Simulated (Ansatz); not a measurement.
A made-up structure of CHBN, doublet:

```
4
angstrom
B -1.7725 0.3007 0.6188
C -0.3637 0.1506 0.1243
N 0.7686 0.1744 -0.2766
H -0.1352 -0.7517 -0.3829
```

It is relaxed with PBE-D4/def2-SVP and then PBE0-D4/def2-TZVP (Ansatz 0.2.0). Atoms count as bonded within 1.22 times the sum of their covalent radii (H–H: 0.88 Å). The end point is not checked to be a true minimum.

Question: Does its bonding change? (A judgement: the text doesn't fix the answer.)

Answer: The calculation gives: Yes. Formed: B1–N3; broken: none.

Where it ends: The first stage lowers the energy by 3.73 eV in 18 steps. It ends as CHBN ([B]1[CH][N]1):
B1  (-1.081, 0.762, 0.614)
C2  (-0.466, -0.341, -0.086)
N3  (0.256, 0.724, 0.140)
H4  (-0.212, -1.271, -0.585)
(Å)

Labels in which every atom is bracketed show which atoms are joined, not bond orders.

For scale, one of the runs: PBE0-D4/def2-TZVP relaxation, 99 basis functions, launched by `ansatz run in.yaml --threads 2 --pin off --events-out ev --progress --plain --max-ram 4352MiB`. The run took about 8.5 s on 2 CPU threads of an Arm Neoverse V1 (shared host).
